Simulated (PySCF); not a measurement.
Compound: cyanoethynyl anion, C3N (charge -1).
SMILES: `[C-]#CC#N`

Method: PBE0-D3(BJ)/def2-SVP geometry optimisation, gas phase in PySCF 2.14.0.

Masses are those of the commonest isotopes; rigid-rotor values at the optimised geometry. 

Q: What are the moment of inertia and the rotational constant?

A: I = 104.608 u·Å², B = 505379 MHz·u·Å²/I = 4831 MHz (0.1611 cm⁻¹, or 0.232 K as hB/k).

Q: List the first levels of a rigid rotor in a Σ state.

A: E(J) = BJ(J+1): J = 1: 0.322, J = 2: 0.967, J = 3: 1.934, J = 4: 3.223, J = 5: 4.834, J = 6: 6.768 cm⁻¹.

Q: Where do the first rotational lines fall?

A: The dipole is 2.68 D (about the centre of mass, as the species is charged); J+1 ← J lies at 2B(J+1): 1 ← 0 at 9.66 GHz, 2 ← 1 at 19.32 GHz, 3 ← 2 at 28.99 GHz, 4 ← 3 at 38.65 GHz, 5 ← 4 at 48.31 GHz, 6 ← 5 at 57.97 GHz.

Q: Estimate the classical rotational partition function at 10 K, 50 K and 500 K.

A: Point group C∞v, symmetry number σ = 1; q = kT/(σhB), k/h = 20836.6 MHz/K: 43.1 at 10 K, 216 at 50 K, 2160 at 500 K.

No frequency check. These are rigid-rotor constants of the computed structure; measured ground-state constants (B0) also hold zero-point vibration.
